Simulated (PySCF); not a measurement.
Variants of one PySCF input: LiAl

Base input, run as `OMP_NUM_THREADS=1 python input.py` with PySCF 2.14:

```python
from pyscf import gto, scf, cc

mol = gto.M(
    atom='Li 0 0 0; Al 0 0 2.604',
    basis='6-311++g**',
    charge=0,
    spin=0,
    verbose=3,
)
mf = scf.RHF(mol)
mf.kernel()
mycc = cc.CCSD(mf, frozen=5)
mycc.kernel()
mycc.ccsd_t()
mf.dip_moment()
print('orbital energies (hartree):', mf.mo_energy[..., max(0, mol.nelec[1]-3):mol.nelec[0]+3].round(4))
```

Base result: E(SCF) = -249.303289 Eh, E(CCSD) − E(SCF) = -0.09136 Eh, (T) = -0.00250 Eh, μz(SCF) = -4.35 D. At this level a UHF run with spin=2 ends 0.40 eV lower; the true order of the states can differ. Stability towards an unrestricted solution was not tested. The bond length is a typed value, not an optimised one.

Run time: 1.7 s on 1 thread of Arm Neoverse V1 (shared host), peak memory 0.13 GiB.

Each row names what differs from the base; energies in brackets are changes from the base.

| change | result |
| --- | --- |
| smearing width (hartree): none → 0.05; step after the SCF: ccsd(t) → none | E(SCF) = -249.107493 Eh (+5.3279 eV), μz(SCF) = 0.63 D |
| density fitting: none → def2-universal-jkfit | E(SCF) = -249.303293 Eh (-0.0001 eV), E(CCSD) − E(SCF) = -0.09136 Eh, (T) = -0.00250 Eh, μz(SCF) = -4.35 D |
| basis set: 6-311++g** → 3-21g | E(SCF) = -247.931560 Eh (+37.3267 eV), E(CCSD) − E(SCF) = -0.05469 Eh, (T) = -0.00118 Eh, μz(SCF) = -3.98 D |
| PCM solvent, dielectric constant: none → 4.71; step after the SCF: ccsd(t) → analyze | E(SCF) = -249.315004 Eh (-0.3188 eV), μz(SCF) = -8.56 D |
| electric field along z (a.u.): none → -0.01 | E(SCF) = -249.332253 Eh (-0.7881 eV), E(CCSD) − E(SCF) = -0.08550 Eh, (T) = -0.00194 Eh, μz(SCF) = -10.19 D |
| spin (2S): 0 → 2; SCF type: RHF → UHF [a high spin state] | E(SCF) = -249.317835 Eh (-0.3958 eV), E(CCSD) − E(SCF) = -0.07106 Eh, (T) = -0.00180 Eh, ⟨S²⟩ = 2.017, μz(SCF) = -5.25 D |
| functional: none (Hartree–Fock) → hcth407; SCF type: RHF → RKS; step after the SCF: ccsd(t) → analyze | E(SCF) = -249.906071 Eh, μz(SCF) = -2.85 D |
| convergence threshold: default → 1e-13 | E(SCF) = -249.303289 Eh (+0.0000 eV), E(CCSD) − E(SCF) = -0.09136 Eh, (T) = -0.00250 Eh, μz(SCF) = -4.35 D |
| geometry: bond 2.604 → bond 2.786 | E(SCF) = -249.307417 Eh (-0.1123 eV), E(CCSD) − E(SCF) = -0.08984 Eh, (T) = -0.00243 Eh, μz(SCF) = -4.09 D |
| initial guess: minao → hcore [ends in another solution than the base] | E(SCF) = -249.247996 Eh (+1.5046 eV), E(CCSD) − E(SCF) = -0.08352 Eh, (T) = -0.00794 Eh, μz(SCF) = -4.53 D |
| functional: none (Hartree–Fock) → slater,; SCF type: RHF → RKS; step after the SCF: ccsd(t) → analyze [unsound on purpose] | E(SCF) = -247.553316 Eh, μz(SCF) = -2.07 D |
| charge: 0 → 2; SCF type: RHF → UHF [another spin of the ion may lie lower] | E(SCF) = -248.720544 Eh (+15.8573 eV), E(CCSD) − E(SCF) = -0.05388 Eh, (T) = -0.00003 Eh |
| basis set: 6-311++g** → cc-pvdz-dk; spin-free X2C: off → on | E(SCF) = -249.738748 Eh, E(CCSD) − E(SCF) = -0.07830 Eh, (T) = -0.00230 Eh, μz(SCF) = -3.88 D |
| step after the SCF: ccsd(t) → gradient | E(SCF) = -249.303289 Eh (+0.0000 eV), μz(SCF) = -4.35 D, gradient on the second atom -0.0186 Eh/bohr |
| electric field along z (a.u.): none → 0.05 [may be another electronic state] | E(SCF) = -250.030058 Eh (-19.7764 eV), E(CCSD) − E(SCF) = -0.05037 Eh, (T) = -0.00005 Eh, μz(SCF) = 61.67 D |
| step after the SCF: ccsd(t) → eomip; frozen orbitals: 5 → 0; number of roots: default → 8 | E(SCF) = -249.303289 Eh (+0.0000 eV), E(CCSD) − E(SCF) = -0.21646 Eh, μz(SCF) = -4.35 D, ionisation roots 5.184, 6.823, 6.823, 9.468, 10.163, 10.375, 10.375, 11.911 eV |
| initial guess: minao → 1e [ends in another solution than the base] | E(SCF) = -249.247996 Eh (+1.5046 eV), E(CCSD) − E(SCF) = -0.08352 Eh, (T) = -0.00794 Eh, μz(SCF) = -4.53 D |
| step after the SCF: ccsd(t) → mp2 | E(SCF) = -249.303289 Eh (+0.0000 eV), E(MP2) − E(SCF) = -0.06627 Eh, μz(SCF) = -4.35 D |
| spin (2S): 0 → 18 [unsound on purpose] [runs as restricted open-shell] | stops with AssertionError |
| geometry: bond 2.604 → bond 2.682 | E(SCF) = -249.305579 Eh (-0.0623 eV), E(CCSD) − E(SCF) = -0.09065 Eh, (T) = -0.00246 Eh, μz(SCF) = -4.24 D |
| basis set: 6-311++g** → 6-31+g* | E(SCF) = -249.286338 Eh (+0.4613 eV), E(CCSD) − E(SCF) = -0.07514 Eh, (T) = -0.00222 Eh, μz(SCF) = -4.33 D |
| electric field along z (a.u.): none → 0.001 | E(SCF) = -249.301710 Eh (+0.0430 eV), E(CCSD) − E(SCF) = -0.09215 Eh, (T) = -0.00259 Eh, μz(SCF) = -3.67 D |

Q: Order these changes by how far they move the SCF energy from the base, largest first: (1) electric field along z (a.u.): none → -0.01; (2) electric field along z (a.u.): none → 0.05; (3) initial guess: minao → 1e; (4) initial guess: minao → hcore.

A: (2) -19.7764 eV, (4) +1.5046 eV, (3) +1.5046 eV, (1) -0.7881 eV.
